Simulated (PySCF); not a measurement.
# `C[C@@H]1C[C@H]1[O-]`, [C4H7O]-, charge -1

Molfile (atoms numbered from 1):
```
C4H7O
     RDKit          3D

 12 12  0  0  0  0  0  0  0  0999 V2000
    1.4607    0.1908    0.1669 C   0  0  0  0  0  0  0  0  0  0  0  0
    0.1507   -0.1120   -0.5186 C   0  0  2  0  0  0  0  0  0  0  0  0
   -1.0841    0.6548   -0.0845 C   0  0  0  0  0  0  0  0  0  0  0  0
   -0.9985   -0.8645    0.1820 C   0  0  1  0  0  0  0  0  0  0  0  0
   -1.7411   -1.7560   -0.3694 O   0  0  0  0  0  0  0  0  0  0  0  0
    1.8736    1.1606   -0.1436 H   0  0  0  0  0  0  0  0  0  0  0  0
    1.3179    0.2196    1.2477 H   0  0  0  0  0  0  0  0  0  0  0  0
    2.2065   -0.5764   -0.0551 H   0  0  0  0  0  0  0  0  0  0  0  0
    0.2450   -0.2602   -1.5916 H   0  0  0  0  0  0  0  0  0  0  0  0
   -0.9675    1.3544    0.7388 H   0  0  0  0  0  0  0  0  0  0  0  0
   -1.7391    1.0163   -0.8681 H   0  0  0  0  0  0  0  0  0  0  0  0
   -0.7229   -1.0281    1.2695 H   0  0  0  0  0  0  0  0  0  0  0  0
  1  2  1  0
  2  3  1  0
  3  4  1  0
  4  5  1  0
  4  2  1  0
  1  6  1  0
  1  7  1  0
  1  8  1  0
  2  9  1  6
  3 10  1  0
  3 11  1  0
  4 12  1  1
M  CHG  1   5  -1
M  END
```

Method used: PySCF, TDDFT B3LYP/def2-SVPD circular dichroism and optical rotation, one conformer, gas phase. Geometry: GFN2-xTB.

The highest occupied orbital is unbound at this level, so the values depend on the basis.

Problem. Draw the ECD and absorption spectra from the lowest 8 states, each a Gaussian of half-width 0.2 eV at 1/e height.

Solution. 
```csv
E (eV),λ (nm),Δε (L mol⁻¹ cm⁻¹),ε (L mol⁻¹ cm⁻¹)
2.34,530,+0.01,3.12
2.44,508,+0.12,29.6
2.54,488,+0.69,170
2.64,469,+2.41,594
2.74,452,+5.10,1260
2.84,436,+6.55,1620
2.94,422,+5.09,1260
3.04,408,+2.35,616
3.14,395,+0.38,296
3.24,383,-0.93,514
3.34,371,-2.05,1260
3.44,360,-2.14,2330
3.54,350,-0.54,3080
3.64,340,+1.22,2840
3.74,331,+1.46,1780
3.84,323,+0.46,1040
3.94,315,-1.78,1640
4.04,307,-7.22,3670
4.14,299,-15.49,5670
4.24,292,-19.83,5600
4.34,286,-15.24,3540
4.44,279,-6.60,1470
4.54,273,+0.02,562
```
Δε uses R in velocity form, ε uses f in length form. Only the states computed contribute, so the short-wavelength end is incomplete.
